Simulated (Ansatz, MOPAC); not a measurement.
Species: C$_{2}$H$_{5}$Cl, net charge 0, singlet state. SMILES: ClCC

Atoms: C1, C2, Cl3, H4, H5, H6, H7, H8. Bonds: C1-C2, C1-Cl3, C1-H4, C1-H5, C2-H6, C2-H7, C2-H8.

Bond lengths (Å) and angles (degrees) optimised at PM6 with MOPAC; PM7 with MOPAC; HF/STO-3G with Ansatz (a quantum-chemistry and plane-wave program), each started from the B3LYP-D3(BJ)/def2-TZVP structure (Ansatz) of the last column. A row stands for all coordinates that are equal there; 8 of 12 kinds are shown. No wavenumbers were computed at HF/STO-3G, so these may be saddle points.

```json
[
 {"coordinate": "C1-C2", "PM6": "1.511", "PM7": "1.509", "HF/STO-3G": "1.538", "B3LYP-D3(BJ)/def2-TZVP": "1.512"},
 {"coordinate": "C1-Cl3", "PM6": "1.802", "PM7": "1.789", "HF/STO-3G": "1.817", "B3LYP-D3(BJ)/def2-TZVP": "1.811"},
 {"coordinate": "C1-H4", "PM6": "1.106", "PM7": "1.102", "HF/STO-3G": "1.090", "B3LYP-D3(BJ)/def2-TZVP": "1.087"},
 {"coordinate": "C2-H6", "PM6": "1.098", "PM7": "1.099", "HF/STO-3G": "1.087", "B3LYP-D3(BJ)/def2-TZVP": "1.093"},
 {"coordinate": "C2-H7", "PM6": "1.099", "PM7": "1.100", "HF/STO-3G": "1.086", "B3LYP-D3(BJ)/def2-TZVP": "1.090"},
 {"coordinate": "C2-C1-Cl3", "PM6": "109.0", "PM7": "108.8", "HF/STO-3G": "111.3", "B3LYP-D3(BJ)/def2-TZVP": "111.4"},
 {"coordinate": "C2-C1-H4", "PM6": "112.4", "PM7": "113.0", "HF/STO-3G": "111.3", "B3LYP-D3(BJ)/def2-TZVP": "112.1"},
 {"coordinate": "Cl3-C1-H4", "PM6": "106.9", "PM7": "106.0", "HF/STO-3G": "106.8", "B3LYP-D3(BJ)/def2-TZVP": "105.9"}
]
```

Mean signed difference of all 7 bond lengths from B3LYP-D3(BJ)/def2-TZVP: PM6 0.007 Å, PM7 0.004 Å, HF/STO-3G 0.003 Å.
